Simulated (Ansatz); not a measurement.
Input file:

```yaml
crystal:
  periodic: [false, false, false]
  atoms:
    - {symbol: Si, position_ang: [0.000000, 0.000000, 0.000000]}
    - {symbol: Br, position_ang: [0.000000, 0.000000, 2.231500]}
basis:
  gaussian: {orbitals: cc-pVDZ}
magnetization: {spin_polarized: true, initial_magnetization: 1}
correlation: {method: ccsd_t, electrons: outside_noble_gas}
output: {forces: true}
```

```sh
$ ansatz run in.yaml --threads 1 --pin off --events-out ev --progress --plain --max-ram 2393MiB
```

(1) Roughly how long does this take on 1 thread of Arm Neoverse V1, shared host, and how much host memory?

```
500 factors; integrals over basis functions are off by at most 1.0e-3 eV
mean field evaluation 1: about -77859.5679 eV, gradient 7.2e0 eV
mean field evaluation 2: about -77859.5702 eV, gradient 7.2e0 eV
mean field evaluation 4: about -77860.1220 eV, gradient 1.1e0 eV
mean field evaluation 8: about -77860.1485 eV, gradient 5.8e-2 eV
mean field evaluation 16: about -77860.1431 eV, gradient 3.2e-1 eV
mean field evaluation 32: about -77860.0979 eV, gradient 6.7e-1 eV
mean field evaluation 64: about -77855.8460 eV, gradient 5.4e-2 eV
mean field -77860.14861103 eV, -2861.3076859512 hartree, gradient 8.4e-7 eV, S^2 0.768179; 4 other end points of the search recorded, 0 dependent functions left out
19 core orbitals not correlated: weight in the atoms' cores, before any rotation towards them, 1.000 or more for the frozen orbitals, at most 0.000 for the correlated occupied ones
reference -77860.14861103 eV, -2861.3076859512 hartree; 6, 5 occupied and 20, 21 virtual orbitals, 500 factors
second order -4.68681279 eV of doubles, -0.00000000 eV of singles
cycle   1  -5.14939227 eV  change   -4.6e-1 eV  update   7.5e-2
cycle   2  -5.34826261 eV  change   -2.0e-1 eV  update   2.9e-2
cycle   3  -5.39655502 eV  change   -4.8e-2 eV  update   1.5e-2
cycle   4  -5.39438823 eV  change    2.2e-3 eV  update   4.5e-3
cycle   5  -5.39486727 eV  change   -4.8e-4 eV  update   1.5e-3
cycle   6  -5.39482192 eV  change    4.5e-5 eV  update   5.1e-4
cycle   7  -5.39468669 eV  change    1.4e-4 eV  update   1.8e-4
cycle   8  -5.39472733 eV  change   -4.1e-5 eV  update   5.5e-5
cycle   9  -5.39472680 eV  change    5.3e-7 eV  update   2.0e-5
cycle  10  -5.39472475 eV  change    2.0e-6 eV  update   7.3e-6
cycle  11  -5.39472454 eV  change    2.1e-7 eV  update   2.6e-6
cycle  12  -5.39472463 eV  change   -8.7e-8 eV  update   8.8e-7
cycle  13  -5.39472470 eV  change   -7.2e-8 eV  update   3.6e-7
perturbative correction -0.14808107 eV, -0.0054418791 hartree
the calculation of the forces begins
Total energy: -77865.69141681 eV, -2861.5113803064 hartree
Atom 0 at     0.000000     0.000000     0.000000 Å, force     0.000000     0.000000    -0.610621 eV/Å
Atom 1 at     0.000000     0.000000     2.231500 Å, force    -0.000000     0.000000     0.610621 eV/Å
Dipole moment:    -0.000000     0.000000    -0.165343 e Å
```

Forces (eV/Å):
```
Si   0.000  0.000 -0.611
Br   0.000  0.000  0.611
```

For the same geometry and basis UCCSDT(Q) lies 35.6 meV lower.

## Answers

(1) 3.2 s wall and 0.12 GiB.
